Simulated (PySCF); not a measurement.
Fractional electron number in Mg (magnesium, neutral)

The 3s beta orbital of [Ne] 3s2 is emptied in steps (occupation f), with all orbitals relaxed, ending at [Ne] 3s1. Computed with PySCF 2.14 in x2c-TZVPall (5s4p3d, 32 functions), with the spin-free X2C one-electron Hamiltonian (Gaussian nucleus). The exact energy is a straight line in f; departures are measured from the line between the end points of the same method.

```csv
f,UHF (eV),LDA (eV),PBE (eV),PBE0 (eV),r2SCAN (eV),BHandHLYP (eV),BLYP (eV),B3LYP (eV)
1,0.000,0.000,0.000,0.000,0.000,0.000,0.000,0.000
0.8,0.040,-0.477,-0.473,-0.343,-0.404,-0.252,-0.498,-0.396
0.6,0.056,-0.717,-0.712,-0.515,-0.596,-0.385,-0.753,-0.599
0.4,0.052,-0.717,-0.713,-0.515,-0.583,-0.394,-0.757,-0.604
0.2,0.032,-0.476,-0.474,-0.341,-0.380,-0.270,-0.506,-0.405
0,0.000,0.000,0.000,0.000,0.000,0.000,0.000,0.000
```

For B3LYP, how does the orbital energy at f = 1 compare with the removal energy?

−ε = 5.301 eV against a total-energy difference of 7.755 eV. By Janak's theorem ε = ∂E/∂f, so the gap between them reflects the curvature. Along the path −ε is 6.253 (f = 0.8), 7.231 (f = 0.6), 8.236 (f = 0.4), 9.270 (f = 0.2) eV.

```csv
method,E(f=0) − E(f=1) (eV),−ε at f=1 (eV),−ε at f=0.4 (eV)
UHF,6.621,6.894,6.559
LDA,7.749,4.779,8.354
PBE,7.644,4.706,8.236
PBE0,7.570,5.433,8.004
r2SCAN,7.377,4.820,7.940
BHandHLYP,7.579,6.030,7.859
BLYP,7.659,4.572,8.272
B3LYP,7.755,5.301,8.236
```

Reference removal energy between the ground levels: 7.646 eV (measured; NIST Atomic Spectra Database, ionization energies). UHF lacks correlation.
